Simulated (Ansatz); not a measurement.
## Energy profile

The step: CH₃Cl ([CH3][Cl]) + SiH₃ → CH₂Cl ([CH2][Cl]) + SiH₄; bonds formed: H1–Si4; bonds broken: H1–C2 (atoms numbered as in the saddle structure below).

```
9
angstrom
H -0.0141 -0.1170 0.0969
C -1.1784 -1.1485 0.1147
Cl -2.2435 -0.7104 -1.1621
Si 1.1568 1.0089 -0.0017
H -1.5986 -0.9952 1.1024
H -0.6537 -2.0811 -0.0595
H 1.9339 0.7997 -1.2518
H 2.0609 0.8841 1.1730
H 0.5366 2.3596 -0.0117
```

Electronic energies by CCSD(T) at an estimated basis limit (MP2 extrapolated from triple and quadruple zeta, plus CCSD(T) − MP2 in triple zeta), on PBE0-D4/def2-TZVP structures; CH6ClSi, doublet; no counterpoise correction; spin–orbit coupling, which lowers free halogen atoms and radicals such as OH and SH, is left out. Computed with Ansatz 0.2.0 (basis: def2-TZVPP and def2-QZVPP); correlated methods freeze the cores; orbitals are unrestricted. Extrapolation: Hartree–Fock as exp(−7.88 √X), correlation as X^−2.97.

Question: Give the profile in kcal/mol, counted from the separated reactants. (To be estimated.)

Answer: The calculation gives:
```csv
point,kcal/mol
"separated: CH3Cl (linked as [CH3][Cl]; H1, C2, Cl3, H5, H6; singlet) + SiH3 (Si4, H7, H8, H9; doublet)",0.00
start structure,-1.44
saddle,20.86
end structure,9.20
"separated: SiH4 (H1, Si4, H7, H8, H9; singlet) + CH2Cl (linked as [CH2][Cl]; C2, Cl3, H5, H6; doublet)",10.40
```

The T1 diagnostic stays at or below 0.016. ⟨S²⟩ of the unrestricted Hartree–Fock references: 0.75 to 0.78 (a pure state has 0.75). The end structure is not quite a true minimum (one mode of 26i cm⁻¹).

Radical steps of this kind take place in plasma deposition and etching.

For scale, one of the runs: CCSD(T)/def2-TZVPP, 199 basis functions, launched by `ansatz run in.yaml --threads 4 --pin off --events-out ev --progress --plain --max-ram 9574MiB`. Hardware: 4 CPU threads of an Arm Neoverse V1, shared host. Wall time 120 s; peak host memory 5.7 GiB.
